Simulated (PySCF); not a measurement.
# C2H2F2 (trans-1,2-difluoroethene): the cost of one run

The runs use PySCF 2.14.0, with density-fitted response routines of our own; the level of theory stands in each step. All values are computed, except where a source is named. Atoms are numbered from 0 throughout.

### Step 1. The molecule as given

6 atoms, charge 0, multiplicity 1; geometry from: MMFF94s. The atoms were then displaced at random by about 0.03 Å, so the start is not that level's minimum.

Bonds of the start (Å): F0–C1 1.45, C1–C2 1.37, C2–F3 1.24, C1–H4 1.08, C2–H5 1.04.

### Step 2. Optimising the geometry at PBE0-D3(BJ)/def2-SVP

The job: settings as JSON, then the geometry in Å.

```
{"job": {"xc": "PBE0", "basis": "def2-SVP", "d3": "d3bj", "grid": 1, "shake": 0.03, "kind": "geom"}, "charge": 0, "multiplicity": 1}
F      1.707470    -0.766270     0.029650
C      0.616550     0.181390    -0.017450
C     -0.694190    -0.201930    -0.014980
F     -1.546550     0.696370    -0.027670
H      0.981520     1.192870    -0.083460
H     -1.001690    -1.198450     0.044650
```

Run with:

```
OMP_NUM_THREADS=1 python probes_run.py task.json out
```

One launch serves the whole session: the jobs run in the order shown.

Q: Estimate the wall time and peak memory of this first job on 1 thread of Arm Neoverse V2, shared host.

About 8.5 s, with a peak of 0.28 GiB.
